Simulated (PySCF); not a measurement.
Compound: C3H3NO.
Atom-mapped SMILES: `[CH2:1]=[CH:2][N:3]=[C:4]=[O:5]` (hydrogens: H6, H7 on C1; H8 on C2)

Method: PBE0-D3(BJ)/def2-SVP geometry optimisation, gas phase (PySCF 2.14.0); density fitting, grid level 1; the optimiser is geomeTRIC in internal coordinates, started from a GFN2-xTB structure with every atom displaced at random (about 0.01 Å).

Step 0: E = -6683.3514 eV
```
atom  x, y, z in Å  |  force x, y, z in eV/Å
C1     -0.8939   -0.4271    0.8752   -1.826   1.135  -0.350
C2     -0.6551    0.3888   -0.1550    0.428  -0.575   0.485
N3      0.5340    0.4732   -0.8030    3.835  -0.711  -0.735
C4      1.7119    0.0907   -0.8743   -7.530   2.051   0.821
O5      2.7837   -0.1556   -1.1159    4.657  -1.137  -0.780
H6     -1.8937   -0.4021    1.3221    0.152  -0.123   0.038
H7     -0.1640   -1.0652    1.2873    1.076  -0.934   0.529
H8     -1.3677    1.0684   -0.5863   -0.793   0.294  -0.008
```

Step 1: E = -6683.5645 eV
```
atom  x, y, z in Å  |  force x, y, z in eV/Å
C1     -0.9623   -0.4219    0.9032    0.339  -0.204   0.235
C2     -0.6188    0.3590   -0.1228   -0.221   0.345  -0.436
N3      0.5988    0.4224   -0.7490    0.874  -0.165  -0.278
C4      1.7419    0.1432   -0.9907   -0.488  -0.164   0.736
O5      2.8684   -0.1037   -1.2054   -0.317   0.203  -0.254
H6     -1.9755   -0.3723    1.2999   -0.048   0.014   0.015
H7     -0.2467   -1.1010    1.3844   -0.128   0.064  -0.114
H8     -1.3505    1.0454   -0.5695   -0.011  -0.092   0.096
```

Q: Estimate the geometry and energy of step 2. (The exact step hangs on the optimiser's Hessian estimate; all steps are aligned on step 1, rigid shifts and turns removed.)

A: E = -6683.5434 eV, largest force 0.881 eV/Å
```
atom  x, y, z in Å  |  force x, y, z in eV/Å
C1     -0.9111   -0.4058    0.8696   -0.708   0.135   0.185
C2     -0.6729    0.4084   -0.1634    0.579  -0.550   0.371
N3      0.5732    0.4222   -0.7324   -0.081   0.508  -0.607
C4      1.7063    0.1018   -0.9102    0.079  -0.024   0.088
O5      2.8271   -0.1598   -1.1261    0.058  -0.012  -0.066
H6     -1.9003   -0.4075    1.3291   -0.031  -0.073   0.066
H7     -0.1451   -1.0708    1.2771   -0.018   0.059  -0.047
H8     -1.4220    1.0826   -0.5934    0.121  -0.043   0.010
```

The energy changes by +0.0211 eV. The first-order estimate −F·Δx gives -0.0835 eV and the mean of the old and new forces, exact on a quadratic surface, +0.0218 eV. The step makes an angle of 79° with the force vector and moves no atom by more than 0.151 Å. The energy falls at the start of this step and ends higher, so the step passed the lowest point of its straight line.

What follows is the cost of the whole optimisation. The run took 15 s wall on an Arm Neoverse V2 with one thread (shared host), and the process peaked at 0.35 GiB of memory.
